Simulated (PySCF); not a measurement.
Frontier levels across methods

Compound: furan, C4H4O.
Cartesian coordinates in Å at the PBE0-D3(BJ)/def2-SVP level; atoms count from 1:
```xyz
9
C4H4O angstrom
C      0.8664   -0.1844   -0.5200
C     -0.4564   -0.7286   -0.5618
C     -1.1638   -0.0596    0.3917
O     -0.3812    0.8492    1.0066
C      0.8442    0.7709    0.4515
H      1.7191   -0.4668   -1.1336
H     -0.8294   -1.5145   -1.2148
H     -2.1938   -0.1168    0.7341
H      1.5949    1.4505    0.8464
```

Basis pcSseg-2 throughout (PySCF), one geometry. Isolated species at its PBE0-D3(BJ)/def2-SVP geometry, gas phase.

Q: How do the orbital energies, the gap and the dipole change with the method?

A: 
| method | kind | HOMO (eV) | LUMO (eV) | gap (eV) | μ (D) | SCF cycles |
| --- | --- | --- | --- | --- | --- | --- |
| BLYP | GGA | -5.50 | -0.66 | 4.84 | 0.53 | 16 |
| B97-D | GGA | -5.57 | -0.68 | 4.88 | 0.51 | 15 |
| OPBE | GGA | -5.60 | -0.65 | 4.95 | 0.45 | 15 |
| KT3 | GGA | -5.61 | -0.72 | 4.88 | 0.51 | 15 |
| KT2 | GGA | -5.61 | -0.73 | 4.88 | 0.52 | 16 |
| PBE | GGA | -5.65 | -0.77 | 4.89 | 0.49 | 15 |
| BP86 | GGA | -5.74 | -0.84 | 4.90 | 0.50 | 15 |
| LDA | LDA | -5.86 | -0.99 | 4.88 | 0.54 | 15 |
| B97-2 | global hybrid | -6.42 | 0.14 | 6.56 | 0.55 | 14 |
| B3LYP | global hybrid | -6.48 | -0.06 | 6.42 | 0.58 | 14 |
| PBE0 | global hybrid | -6.67 | 0.19 | 6.87 | 0.55 | 14 |
| mPW1PW91 | global hybrid | -6.69 | 0.18 | 6.87 | 0.56 | 14 |
| BHandHLYP | global hybrid | -7.52 | 1.20 | 8.72 | 0.65 | 13 |
| CAM-B3LYP | range-separated hybrid | -7.97 | 1.28 | 9.25 | 0.61 | 13 |
| wB97X-D | range-separated hybrid | -8.48 | 2.00 | 10.48 | 0.56 | 13 |
| HF | Hartree–Fock | -8.69 | 2.86 | 11.55 | 0.69 | 11 |
| LC-wPBE | range-separated hybrid | -9.32 | 2.44 | 11.76 | 0.57 | 13 |

The HOMO spans 3.82 eV, from BLYP down to LC-wPBE, and the gap runs from 4.84 eV (BLYP) to 11.76 eV (LC-wPBE). Over the methods BLYP (0 %), B97-D (0 %), OPBE (0 %), KT3 (0 %), KT2 (0 %), PBE (0 %), BP86 (0 %), LDA (0 %), B97-2 (21 %), B3LYP (20 %), PBE0 (25 %), mPW1PW91 (25 %), BHandHLYP (50 %), HF (100 %), a straight line through the gap against the share of exact exchange rises by 0.69 eV for each 10 % (correlation coefficient 0.997). The dipole ranges from 0.45 D (OPBE) to 0.69 D (HF). This basis has no diffuse functions.

Reference dipole: 0.66 D (measured, gas; NIST CCCBDB Release 22 (SRD 101), experimental dipoles); nearest here: BHandHLYP (0.65 D). 

The vertical ΔSCF ionisation energy at PBE0/def2-SVPD is 8.91 eV; −ε(HOMO) comes closest to it with HF (8.69 eV).
